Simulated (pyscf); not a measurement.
A first-order saddle from PySCF, ωB97X-D3(BJ)/def2-SVP:

```
C
C 1 1.2581
H 2 1.0816 1 155.70
H 1 1.0903 2 139.62 3 -177.04
H 1 1.4148 4 99.07 2 176.41
Ge 5 1.6770 1 127.58 4 119.73
H 6 1.5646 5 104.53 1 -43.32
H 6 1.5675 7 100.91 5 -102.44
```
Charge 0, spin multiplicity 2.

Surface: doublet, charge 0. Lowest wavenumbers (cm⁻¹): 1747i, 78, 139, 252, 443.

Task: Which two sides does it connect, and which bonds change?

Result: GeH₃• + HC≡CH ⇌ cyclic C₂H₅Ge (SMILES [CH]1[CH2][GeH2]1) [doublet], a multi-bond step read from left to right: Ge–H broken and C–Ge, C–Ge, C–H formed. At CCSD(T)/def2-TZVPP + ΔMP2(QZVPP) it lies +29.8 kcal/mol from the left side and +41.1 kcal/mol from the right (each side as separated species at their lowest minima found). The same reactants have a lower exit, to •HC=CH–GeH₃ (barrier +4.4 kcal/mol at ωB97M-D3(BJ), against +28.7 kcal/mol here). cyclic C₂H₅Ge (SMILES [CH]1[CH2][GeH2]1) [doublet] lies 33.9 kcal/mol over its isomer H₂C=CH–GeH₂•, and others may lie lower still (electronic energy, ωB97M-D3(BJ)). One saddle was located; it need not be the lowest between these sides. The CCSD(T) − MP2 part came from Ansatz, without density fitting, on the same reference. A UHF reference is spin-contaminated (<S²> up to 1.24), which harms MP2 most. The frozen core leaves the outer d or s,p core shells of the metals and heavy elements correlated in the MP2 and CC values, and def2-TZVPP describes them poorly, which can shift differences by a few kcal/mol. Elements up to Kr have no core potential and no relativistic terms here.
